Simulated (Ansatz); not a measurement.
Consider the isomerisation: `C=NC1C=N1` → `N=C1CC1=N`.

Isolated molecules relaxed with PBE0-D4/def2-TZVP in Ansatz; ΔE leaves out vibrations. CCSD(T)/CBS adds triple-zeta CCSD(T) − MP2 to the extrapolated MP2 energy (def2 sets, frozen cores). DFT in def2-TZVPP. Each species was taken in one conformer, which may not be the lowest.

`C=NC1C=N1`:

Z-matrix (Å, degrees):
```
C
N 1 1.415
N 1 1.531 2 121.3
C 1 1.438 2 122.5 3 59.2
H 1 1.085 2 112.9 3 -144.6
C 2 1.261 1 119.3 3 0.5
H 4 1.084 1 151.0 2 71.4
H 6 1.095 2 123.4 1 0.2
H 6 1.088 2 118.7 1 179.7
```

`N=C1CC1=N`:

```xyz
9

N     1.895    0.520    0.075
C     0.676    0.262   -0.076
C    -0.507    0.540   -0.939
C    -0.584   -0.361    0.248
N    -1.362   -1.088    0.911
H     2.268    0.031    0.892
H    -0.976    1.521   -0.875
H    -0.541    0.093   -1.932
H    -0.869   -1.519    1.695
```

(1) Is it downhill or uphill in electronic energy at CCSD(T)/CBS, and by how much? (An estimate is asked.)

(2) What do these levels give: r2SCAN0-D4, ωB97X-V, BLYP, r2SCAN0, SCS-MP2/def2-TZVPP, HF/def2-QZVPP? (Best estimate.)

Largest T1 diagnostic among the species: 0.013.

Answers

(1) The calculation gave: Uphill: ΔE = +0.13 eV.

(2) The calculation gave: r2SCAN0-D4 -0.03, ωB97X-V 0.07, BLYP -0.08, r2SCAN0 -0.04, SCS-MP2/def2-TZVPP 0.18, HF/def2-QZVPP 0.14 eV.

At CCSD(T), def2-SVP lies +0.05 eV from the extrapolated value and def2-TZVPP −0.01 eV. From BLYP to BHLYP (50 % exact exchange), in def2-TZVPP and without D4, ΔE moves by +0.09 eV.
